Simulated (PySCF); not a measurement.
Bond curve of ClF⁻

Set-up: basis Cl aug-pcseg-1, F aug-pcseg-1; no relativity; PySCF 2.14. Energies in eV from Cl⁻ + F in their ground configurations at the same level. State: ²Σ⁺ (doublet), unpaired electrons σ ↑.

```csv
R (Å),PBEsol
1.936,-1.931
2.026,-2.120
2.116,-2.221
2.183,-2.256
2.251,-2.266
2.318,-2.256
2.409,-2.225
2.521,-2.168
2.656,-2.091
2.836,-1.993
```

Problem. Put a parabola through the three lowest points of the PBEsol curve and estimate Re, k and ωe (reduced mass 12.31 u; 1 eV/Å² = 0.16022 mdyn/Å; ωe = 1302.8·√(k/μ) cm⁻¹).

Solution. Through R = 2.183, 2.251, 2.318 Å the second-order coefficient is 2.19 eV/Å², so Re ≈ 2.250 Å, k ≈ 0.703 mdyn/Å and ωe ≈ 311 cm⁻¹. A polynomial fit of higher order to the unrounded PBEsol energies gives Re = 2.248 Å, k = 0.656 mdyn/Å, ωe = 301 cm⁻¹; anharmonicity and rounding make the difference.

The higher-order fit for each curve: PBEsol: Re = 2.248 Å, ωe = 301 cm⁻¹, De = 2.27 eV.

For an ion De counts to the pair picked by the measured ionisation energies or electron affinities, which need not be the lowest pair at this level. The state is the lowest determinant that a PBE0 search found; another state may lie lower at other levels.
